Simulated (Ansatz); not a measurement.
A run for Ansatz (a program for electronic structure): R-revPBE/def2-TZVPPD on CH4O (SMILES CO) with ghost functions. Files ending in .json are basis or fitting sets from the Basis Set Exchange.

Ansatz 0.2 input:
```yaml
crystal:
  periodic: [false, false, false]
  atoms:
    - {symbol: O, position_ang: [1.55720238, -0.41766295, -0.50550691]}
    - {symbol: H, position_ang: [1.83922838, -0.04771495, -1.34537091]}
    - {symbol: C, position_ang: [1.94311638, 0.49392105, 0.51392909]}
    - {symbol: H, position_ang: [1.61993338, 0.06428805, 1.45699609]}
    - {symbol: H, position_ang: [3.02417138, 0.63300405, 0.55296909]}
    - {symbol: H, position_ang: [1.46464238, 1.46751905, 0.39875309]}
basis:
  gaussian:
    orbitals: def2-TZVPPD.json
    ghost_atoms:
      - {symbol: N, position_ang: [-1.68327762, -0.41999695, -0.57915791]}
      - {symbol: H, position_ang: [-0.69287862, -0.63221195, -0.60723091]}
      - {symbol: H, position_ang: [-2.15826562, -1.30954395, -0.50232291]}
      - {symbol: C, position_ang: [-1.96560862, 0.38175505, 0.60907609]}
      - {symbol: H, position_ang: [-3.03145362, 0.59606305, 0.65886409]}
      - {symbol: H, position_ang: [-1.67061662, -0.07190595, 1.56104809]}
      - {symbol: H, position_ang: [-1.45283262, 1.33817605, 0.52464809]}
hamiltonian:
  xc: {name: revPBE}
scf: {lower_state_search: off}
```

The log:

```
WARN ansatz: RAYON_NUM_THREADS=1 ignored (pool sized by the plan → 1); use --threads N
Functional definition: revPBE
these checks for a lower state are left out or cut short: stability, starts, cluster_reference, orbital_swaps, neighbouring_geometries, increment
integrals: 0.20 GiB planned
1187 factors; their error is unknown
mean field: 1.65 GiB planned
mean field evaluation 1: about -3142.6401 eV, gradient 5.8e1 eV
mean field evaluation 2: about -3122.8062 eV, gradient 1.1e2 eV
mean field evaluation 4: about -3149.2990 eV, gradient 8.0e0 eV
mean field evaluation 8: about -3149.4227 eV, gradient 2.4e-2 eV
mean field evaluation 16: about -3149.4025 eV, gradient 1.3e-5 eV
mean field -3149.40250178 eV, -115.7384071986 hartree, gradient 2.7e-6 eV, S^2 0.000000; 0 other end points of the search recorded, 0 dependent functions left out
reference -3149.40255512 eV, -115.7384091590 hartree; 9, 9 occupied and 295, 295 virtual orbitals, 1187 factors
Total energy: -3149.40255512 eV, -115.7384091590 hartree
Checks for a lower state left out: stability, starts, cluster_reference, orbital_swaps, neighbouring_geometries, increment
```

The run converged.

Cost: about 5 core-seconds (a rough figure).
